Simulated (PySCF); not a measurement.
Point-charge models of `O=C(F)CCF` against its computed dipole.

Coordinates (GFN2-xTB, Å) and charges (e) from the PBE0/pcSseg-1 density (PySCF):

```csv
atom,x,y,z,Mulliken,IAO,Hirshfeld,ESP-fitted
O1,-1.599,-0.254,1.309,-0.3339,-0.3804,-0.2154,-0.4720
C2,-1.379,0.024,0.185,+0.5234,+0.6200,+0.2499,+0.7429
F3,-2.415,0.296,-0.657,-0.2755,-0.2918,-0.0973,-0.2783
C4,-0.082,0.144,-0.539,-0.3575,-0.3436,-0.0782,-0.2951
C5,1.099,-0.156,0.377,+0.1839,+0.0499,+0.0298,+0.2684
F6,2.266,-0.038,-0.331,-0.3341,-0.3229,-0.1184,-0.2657
H7,-0.001,1.155,-0.949,+0.1768,+0.1841,+0.0656,+0.1221
H8,-0.090,-0.544,-1.390,+0.1768,+0.1841,+0.0655,+0.1214
H9,1.152,0.555,1.208,+0.1200,+0.1503,+0.0491,+0.0283
H10,1.057,-1.178,0.765,+0.1201,+0.1503,+0.0492,+0.0281
```

Q: What dipole does each set of charges give (1 e·Å = 4.803 D), and what does the density give?

A: The full density gives (0.78, 0.19, -0.86) D, 1.18 D in size; dipole vectors point from the negative to the positive end.

| scheme | μx | μy | μz | size (D) | share of the full size (%) | angle to the full dipole (°) |
| --- | --- | --- | --- | --- | --- | --- |
| Mulliken | 0.97 | -0.09 | 0.18 | 0.99 | 84 | 60 |
| IAO | 0.60 | 0.00 | -0.07 | 0.60 | 51 | 42 |
| Hirshfeld | 0.52 | 0.14 | -0.65 | 0.85 | 72 | 4 |
| ESP-fitted | 0.82 | 0.19 | -0.86 | 1.20 | 102 | 2 |

Q: Which set comes closest?

A: Length of the difference vector: ESP-fitted 0.04 D, Hirshfeld 0.34 D, IAO 0.83 D, Mulliken 1.09 D. Closest: ESP-fitted. ESP charges are fitted to the potential around the molecule, whose slowest-falling term is the dipole's. 

Q: What is left for the Hirshfeld atoms' own dipoles?

A: The Hirshfeld atoms' densities add up to the full density, so μ = Σ q r + Σ (atomic dipoles). The atomic dipoles sum to (0.78, 0.19, -0.86) − (0.52, 0.14, -0.65) = (0.26, 0.05, -0.21) D, 0.34 D in size.

Q: With the origin at the mean of the coordinates, (0.001, 0.000, -0.002) Å, which are the largest single terms, by size, of the Hirshfeld dipole along the direction of the full one?

A: O1 +2.13, C2 -1.26, F6 -0.99, F3 +0.50, H7 +0.28 D; all 10 atoms together +0.84 D. The single terms depend on the origin, their sum doesn't.

Q: Give the size of the full dipole in other units.

A: 1.18 D = 0.463 au = 0.245 e·Å = 3.93 × 10⁻³⁰ C·m.

The structure is a single GFN2-xTB conformer in the gas phase; no vibrational or solvent corrections.

The run behind these numbers computed NMR shieldings as well. Hardware: one thread, Arm Neoverse V2 (aarch64), no GPU (shared host). Cost: 6.9 s, 0.55 GiB resident at most.

Shape of the structure used: `[O:1]=[C:2]([F:3])[CH2:4][CH2:5][F:6]`: O1–C2–C4–C5 0°, C2–C4–C5–F6 180°.
